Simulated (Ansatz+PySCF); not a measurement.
A calculation with Ansatz (development build ahead of 0.2.0).

```yaml
crystal:
  periodic: [false, false, false]
  atoms:
    - { symbol: C, position_ang: [0.0, 0.0, -0.76911] }
    - { symbol: B, position_ang: [0.0, 0.0, 0.75716] }
    - { symbol: H, position_ang: [-0.08363, -0.9074, -1.36327] }
    - { symbol: H, position_ang: [0.08363, 0.9074, -1.36327] }
    - { symbol: H, position_ang: [-0.07511, 1.04447, 1.36925] }
    - { symbol: H, position_ang: [0.07511, -1.04447, 1.36925] }
basis:
  gaussian: { orbitals: cc-pVTZ }
magnetization:
  spin_polarized: true
  initial_magnetization: 1
hamiltonian:
  xc: hf
correlation:
  method: mp2
  frozen_orbitals: { B: 1, C: 1, H: 0 }
output:
  forces: true
```

The input is written out in the form of the current development build from the run's settings.

The run gave:

```json
{
  "Converged": "yes",
  "Reference energy": "-64.84740 hartree",
  "Correlation energy": "-0.24856 hartree",
  "Total energy": "-65.09597 hartree",
  "Spin squared of the determinant": "0.758",
  "Stability test": "minimum",
  "Occupied orbitals by symmetry in an Abelian subgroup (alpha; beta)": "5 A 3 B; 5 A 2 B"
}
```

Forces (eV/Å):
```tsv
atom	Fx	Fy	Fz
C1	0.000	0.000	-0.336
B2	0.000	0.000	0.590
H3	0.044	0.167	0.141
H4	-0.044	-0.167	0.141
H5	0.057	-0.452	-0.268
H6	-0.057	0.452	-0.268
```
